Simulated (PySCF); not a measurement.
Species, as SMILES: FCl (F-Cl).
Geometry (B3LYP-D3(BJ)/def2-TZVP, fixed):
```xyz
2

F      0.0000     0.0000    -1.0729
Cl     0.0000     0.0000     0.5680
```
Charge 0, spin multiplicity 1.

How fast the mean static polarisability converges with the basis for several methods (PySCF): deviation from each method's own reference, in %. References: HF 17.66 bohr³, the value in aug-cc-pV(5+d)Z; PBE 19.27 bohr³, the value in aug-cc-pV(5+d)Z; PBE0 18.52 bohr³, the value in aug-cc-pV(5+d)Z. All functions are spherical. Density fitting with generated auxiliary sets. No added dispersion term, no relativity. 

```tsv
basis	functions	HF	PBE	PBE0
6-31G	22	[?]	-58.9	-56.7
6-311G**	44	[?]	-51.4	-49.3
def2-SVPD	50	[?]	-3.3	-3.0
6-311+G**	52	[?]	-35.7	-35.0
Sadlej pVTZ	56	[?]	-0.6	-0.5
aug-cc-pV(T+d)Z	101	[?]	-2.6	-1.9
pcseg-3	124	[?]	-17.9	-16.0
aug-cc-pV(Q+d)Z	169	[?]	-0.5	-0.3
```

Complete the blanks.


- 6-31G, HF: -51.3
- 6-311G**, HF: -45.4
- def2-SVPD, HF: -2.8
- 6-311+G**, HF: -32.8
- Sadlej pVTZ, HF: -0.2
- aug-cc-pV(T+d)Z, HF: -1.2
- pcseg-3, HF: -13.9
- aug-cc-pV(Q+d)Z, HF: -0.1

Mean absolute deviation over 6-311G**, 6-311+G**, Sadlej pVTZ, aug-cc-pV(T+d)Z: HF 19.9, PBE0 21.7, PBE 22.6 %.
